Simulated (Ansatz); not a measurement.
# ClSi2: the cost of one run

The runs use Ansatz 0.2.0, Gaussian basis; def2-QZVPP, core rule «outside noble gas», up to 15 orbitals frozen.

Plan: UHF; ROHF; CCSD(T) on UHF.

### 1 The geometry

The geometry is a PBE0/def2-TZVP stationary point (not a proven minimum) of the parent state, kept for this charge and spin.

3 atoms, charge 0, spin multiplicity 2.

Atoms are counted from 1 here; the program's logs count them from 0.

Bond lengths: Cl1–Si2 2.077 Å, Si2–Si3 2.325 Å. Angles: Cl1–Si2–Si3 112.0°.

Coordinates:

```xyz
3

Cl    0.0000   -0.3697    1.6350
Si    0.0000    0.8499   -0.0466
Si    0.0000   -0.3832   -2.0174
```

### 2 UHF

Contents of in.yaml:

```yaml
crystal:
  periodic: [false, false, false]
  atoms:
    - {symbol: Cl, position_ang: [0.000000, -0.369686, 1.635032]}
    - {symbol: Si, position_ang: [0.000000, 0.849888, -0.046560]}
    - {symbol: Si, position_ang: [0.000000, -0.383225, -2.017380]}
basis:
  gaussian: {orbitals: "def2-QZVPP.json"}
magnetization: {spin_polarized: true, initial_magnetization: 1}
hamiltonian: {xc: hf}
output: {orbitals: {seedname: orbitals}}
```

Run with:

```sh
$ ansatz run in.yaml --threads 1 --pin off --events-out ev --progress --plain --max-ram 2393MiB
```

Q: Estimate wall time and peak memory on 1 thread of Intel Xeon 6975P-C, shared host.

About 1.8 min, with a peak of 0.74 GiB.
